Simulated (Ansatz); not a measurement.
Br⁻ beside CH$_{3}$Cl: one fragment in the basis of the whole pair (the partner's atoms are ghosts).

Input (in.yaml):

```yaml
crystal:
  periodic: [false, false, false]
  atoms:
    - {symbol: C, position_ang: [0.012673, -0.112126, 0.410635]}
    - {symbol: Cl, position_ang: [0.066880, -0.588620, 2.155354]}
    - {symbol: H, position_ang: [0.969583, 0.319157, 0.139352]}
    - {symbol: H, position_ang: [-0.779633, 0.615208, 0.274568]}
    - {symbol: H, position_ang: [-0.183072, -0.997015, -0.184286]}
basis:
  gaussian:
    orbitals: "def2-TZVPPD.json"
    ghost_atoms:
      - {symbol: Br, position_ang: [-0.086432, 0.763396, -2.795624]}
hamiltonian: {xc: hse06, dispersion: d4}
```

The basis file named in the input lies beside it (Basis Set Exchange, JSON).

Launched with

```bash
ansatz run in.yaml --threads 4 --pin off --events-out ev --progress --plain --max-ram 9574MiB
```

Output of Ansatz 0.2.0:

```
Functional definition: HSE06
  name "HSE06"
  cite "Heyd, Scuseria & Ernzerhof, J. Chem. Phys. 118, 8207 (2003) doi:10.1063/1.1564060"
  cite "Krukau, Vydrov, Izmaylov & Scuseria, J. Chem. Phys. 125, 224106 (2006) doi:10.1063/1.2404663"
  cite "Heyd & Scuseria, J. Chem. Phys. 120, 7274 (2004) doi:10.1063/1.1668634"
  cite "Ernzerhof & Perdew, J. Chem. Phys. 109, 3313 (1998) doi:10.1063/1.476928"
  cite "Perdew, Burke & Ernzerhof, Phys. Rev. Lett. 77, 3865 (1996) doi:10.1103/PhysRevLett.77.3865"
  parent pbe
  parameter a = 0.25
  parameter omega = 0.11/bohr
  # The whole range is PBE's own exchange, as in plane waves. The composition of these papers is wPBEh.
  exchange = pbe_x - a*pbe_x_sr(omega) + a*exact_x_sr(omega)
  correlation = pbe_c
1099 factors; their error is unknown
84 factors; integrals over basis functions are off by at most 2.0e-5 eV
mean field evaluation 1: about -13600.2603 eV, gradient 3.9e1 eV
mean field evaluation 2: about -13597.8580 eV, gradient 4.7e1 eV
mean field evaluation 4: about -13603.6613 eV, gradient 1.2e0 eV
mean field evaluation 8: about -13603.6872 eV, gradient 3.6e-1 eV
mean field -13603.68737722 eV, -499.9262902022 hartree, gradient 6.2e-5 eV, S^2 0.000000; 0 other end points of the search recorded, 0 dependent functions left out
reference -13603.68742767 eV, -499.9262920562 hartree; 13, 13 occupied and 183, 183 virtual orbitals, 1099 factors
Total energy: -13603.72499154 eV, -499.9276725031 hartree
```

The lines “mean field evaluation” count trial sets of orbitals through the whole run, from several starts and some on an approximate energy, so they need not fall steadily or lie above the final value.

The run took about 0.65 s on 4 CPU threads of an AMD EPYC 9R45 (shared host).
